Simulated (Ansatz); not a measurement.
The inner images of a band of AlH3O + CH4 (10 atoms, charge 0, multiplicity 1) are given out of order.

Method: Ansatz 0.2.0, RKS B3LYP-D4/def2-SVP.

Image 0:

```xyz
10
Properties=species:S:1:pos:R:3
Al -0.719 0.810 -1.081
O 0.864 1.398 -1.370
H -1.271 -0.426 -1.905
H -1.575 1.655 -0.064
H 0.898 -0.243 0.675
C 0.240 -0.886 1.279
H 1.498 1.019 -1.986
H 0.766 -1.827 1.494
H -0.010 -0.369 2.216
H -0.691 -1.131 0.742
```

Image 6:

```xyz
10
Properties=species:S:1:pos:R:3
Al -0.784 0.288 -0.459
O 1.068 1.083 -0.848
H -0.938 -0.393 -1.904
H -1.658 1.586 -0.150
H 1.738 0.879 -0.178
C -0.276 -0.872 1.065
H 1.422 0.797 -1.704
H 0.459 -1.654 0.800
H 0.132 -0.307 1.925
H -1.163 -1.405 1.453
```

Problem. Put them in order from the first end to the last, with their energies above the first end.
A.
```xyz
10
Properties=species:S:1:pos:R:3
Al -0.709 0.629 -0.814
O 0.954 1.177 -0.983
H -1.220 -0.479 -1.822
H -1.671 1.578 0.004
H 0.702 -0.032 0.306
C 0.176 -0.722 1.030
H 1.591 0.770 -1.577
H 0.865 -1.572 1.041
H 0.139 -0.208 1.996
H -0.828 -1.140 0.818
```
B.
```xyz
10
Properties=species:S:1:pos:R:3
Al -0.826 0.338 -0.463
O 1.081 1.013 -0.809
H -1.072 -0.367 -1.881
H -1.650 1.661 -0.128
H 1.626 0.524 -0.172
C -0.234 -0.810 1.046
H 1.446 0.830 -1.689
H 0.657 -1.426 0.812
H -0.005 -0.234 1.961
H -1.023 -1.530 1.323
```
C.
```xyz
10
Properties=species:S:1:pos:R:3
Al -0.833 0.405 -0.512
O 1.080 1.011 -0.782
H -1.184 -0.380 -1.858
H -1.685 1.661 -0.049
H 1.249 0.328 -0.089
C -0.099 -0.736 0.977
H 1.571 0.747 -1.576
H 0.775 -1.404 0.820
H 0.066 -0.204 1.931
H -0.941 -1.428 1.138
```
D.
```xyz
10
Properties=species:S:1:pos:R:3
Al -0.712 0.739 -0.991
O 0.888 1.329 -1.223
H -1.232 -0.493 -1.841
H -1.630 1.613 -0.054
H 0.755 -0.127 0.490
C 0.217 -0.809 1.166
H 1.567 0.875 -1.731
H 0.813 -1.728 1.243
H 0.121 -0.318 2.143
H -0.786 -1.081 0.798
```
E.
```xyz
10
Properties=species:S:1:pos:R:3
Al -0.777 0.495 -0.620
O 1.036 1.018 -0.788
H -1.221 -0.429 -1.831
H -1.698 1.612 0.014
H 0.888 0.168 0.048
C 0.080 -0.686 0.949
H 1.589 0.752 -1.537
H 0.849 -1.478 0.909
H 0.128 -0.197 1.934
H -0.874 -1.255 0.922
```

Solution. D (+0.04 eV), A (+0.42 eV), E (+1.42 eV), C (+0.94 eV), B (+0.73 eV).

The run took 73 s on 2 threads of Intel(R) Xeon(R) Platinum 8375C CPU @ 2.90GHz (Ice Lake), on a shared host, peak memory 0.18 GiB.
